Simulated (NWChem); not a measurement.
## Atomisation of ethylene (C$_{2}$H$_{4}$)

```
C
C 1 1.3406
H 1 1.1026 2 121.77
H 1 1.1026 3 116.47 2 180.00
H 2 1.1026 1 121.77 3 180.00
H 2 1.1026 5 116.47 1 180.00
```
Charge 0, spin multiplicity 1.

Program: NWChem. All single points use one geometry, from PBE/def2-SVP, a minimum by its harmonic frequencies.

Basis set: def2-TZVP. The atomisation energy is electronic alone: no zero-point, thermal, spin-orbit or counterpoise terms. No value is extrapolated to the basis-set limit. Free atoms are single determinants with multiplicities C 3, H 2. Correlated methods freeze the same cores in atoms and molecule, 2 orbitals in all.

| method | atomisation energy (kcal/mol) |
|---|---|
| HF | 425.7 |
| LDA (SVWN5) | 631.3 |
| PBE | 570.8 |
| PBE0 | 562.3 |
| B3LYP | 561.6 |
| BLYP | 559.7 |
| M06-2X | 560.4 |
| MP2 | 546.7 |
| LC-wPBE (omega 0.3 per bohr) | 563.9 |
| CCSD(T) | 544.2 |

The values span 205.6 kcal/mol, from HF (lowest) to LDA (SVWN5) (highest). 

B3LYP has NWChem's definition, with VWN1-RPA local correlation. No SCF solution was tested for a lower state. Open-shell Hartree-Fock references start from PBE0 orbitals. Coupled-cluster values serve here as a point of comparison, not as the truth.
